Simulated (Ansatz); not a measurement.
## Ansatz (development build ahead of 0.2.0) run

```yaml
crystal:
  periodic: [false, false, false]
  atoms:
    - { symbol: S, position_ang: [0.01388, 0.03576, 1.22207] }
    - { symbol: C, position_ang: [-0.04275, 1.21411, -0.01141] }
    - { symbol: C, position_ang: [-0.02919, -1.24326, -0.05047] }
    - { symbol: C, position_ang: [0.01889, 0.73346, -1.23009] }
    - { symbol: C, position_ang: [-0.00039, -0.67008, -1.3001] }
    - { symbol: H, position_ang: [0.03951, 2.2805, 0.22223] }
    - { symbol: H, position_ang: [0.0233, -2.31897, 0.16566] }
    - { symbol: H, position_ang: [-0.02639, 1.34807, -2.15387] }
    - { symbol: H, position_ang: [0.03935, -1.29663, -2.20405] }
basis:
  gaussian: { orbitals: def2-SVP }
hamiltonian:
  xc: hf
correlation:
  method: mp2
  frozen_orbitals: { C: 1, H: 0, S: 5 }
```

The input is written out in the form of the current development build from the run's settings.

The run gave:

```
Converged                       : yes
Reference energy                : -551.05672 hartree
Correlation energy              : -0.65710 hartree
Total energy                    : -551.71381 hartree
Spin squared of the determinant : 0.000
```
